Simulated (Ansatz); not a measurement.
Results of LC-ωPBE (Ansatz, a first-principles code, plane waves, PAW) for diamond-structure Ge.

Settings: plane-wave cutoff 460 eV, 8×8×8 k mesh, Fermi–Dirac smearing 0.01 eV, scalar-relativistic PAW data made under PBE.

Computed points:

```
V (Å³/atom)  E − E_lowest (meV/atom)
-----------  -----------------------
20.474                         18.09
20.761                          9.52
21.013                          4.36
21.552                          0.00
22.090                          3.86
22.629                         14.92
22.974                         25.35
```

### Question
What bulk modulus B0 and pressure derivative B′ does a third-order Birch–Murnaghan fit give?

### Answer
V0 = 21.556 Å³/atom, B0 = 97.5 GPa, B′ = 4.3 (fit to the energies at full precision).

Measured, for comparison: bulk modulus 77.3 GPa (low-temperature value with the zero-point effect removed, our sources range from 77.3 to 79.4; as tabulated in Tanner et al. (2021), arXiv:2110.11888); equilibrium volume per atom 22.47 Å³/atom (static lattice: zero-point anharmonic expansion removed; as tabulated in Mejia-Rodriguez and Trickey (2018), arXiv:1807.09216). Computed (rounded) less measured: bulk modulus +26 % (+23 % to +26 % over the range), equilibrium volume per atom -4.0 %.

Static lattice: no zero-point or thermal effects.
